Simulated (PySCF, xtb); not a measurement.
C2H5, SMILES C[CH2] (connectivity only; charge and spin as stated), charge +1, multiplicity 1.

Coordinates come from a PBE0-D3(BJ)/def2-TZVP optimisation. The geometry has at least one imaginary mode, so it is a saddle point at that level. The spin state was assumed, not searched. The isomer is the one that the SMILES or the coordinates give; other isomers of the formula were not compared.

Level of theory: IEF-PCM-M06-2X/def2-SVP (PySCF).

The values are the electrostatic part of the solvation free energy, E(continuum) − E(gas) at the gas-phase geometry, in a cavity of scaled van der Waals radii (PySCF's table); cavitation and dispersion terms are not included. In vacuum the orbital gap is 9.75 eV.

Question: Estimate the values in water (ε = 78.36), dichloromethane (ε = 8.93), acetone (ε = 20.49). (The exact figures need the calculation; the answer reports its results.)

Answer: 
| solvent | ε | ΔG(elec) (kcal/mol) | gap (eV) |
|---|---|---|---|
| water | 78.36 | -69.3 | 9.86 |
| dichloromethane | 8.93 | -62.3 | 9.84 |
| acetone | 20.49 | -66.7 | 9.85 |

For comparison, GFN2-xTB/ALPB(water) (xtb, at the GFN2-xTB geometry, all terms of that model) gives -71.6 kcal/mol.
